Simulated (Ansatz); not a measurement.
Mulliken charges of C$_{2}$H$_{4}$N$_{2}$, SMILES `N=C=CN` from PBE/def2-TZVPP in Ansatz (PBE0-D4/def2-TZVP geometry).

```json
{"atom": "N1", "x (Å)": "-0.902", "y (Å)": "1.848", "z (Å)": "-0.418", "charge (e)": "-0.169"}
{"atom": "C2", "x (Å)": "-0.177", "y (Å)": "0.907", "z (Å)": "-0.109", "charge (e)": "-0.054"}
{"atom": "C3", "x (Å)": "0.558", "y (Å)": "-0.092", "z (Å)": "0.307", "charge (e)": "-0.076"}
{"atom": "N4", "x (Å)": "0.263", "y (Å)": "-1.466", "z (Å)": "0.122", "charge (e)": "-0.292"}
{"atom": "H5", "x (Å)": "-0.790", "y (Å)": "2.167", "z (Å)": "-1.382", "charge (e)": "0.184"}
{"atom": "H6", "x (Å)": "1.522", "y (Å)": "0.140", "z (Å)": "0.746", "charge (e)": "0.101"}
{"atom": "H7", "x (Å)": "0.250", "y (Å)": "-1.960", "z (Å)": "1.006", "charge (e)": "0.161"}
{"atom": "H8", "x (Å)": "-0.632", "y (Å)": "-1.601", "z (Å)": "-0.328", "charge (e)": "0.145"}
```

Q: By hand: the dipole of these point charges (1 e Å = 4.8032 D).

A: Σ q r = (0.000, -0.061, -0.047) e Å, of length 0.077 e Å = 0.37 D.

Q: How does the dipole of the full density compare? (An estimate is asked.)

A: The calculation gave: (0.023, -0.198, -0.056) e Å, 0.99 D; the point charges give 0.37 times that, at 23° from its direction.

Point charges leave out the atoms' own dipoles, such as those of lone pairs, and Mulliken's split depends on the basis, so the two needn't agree.
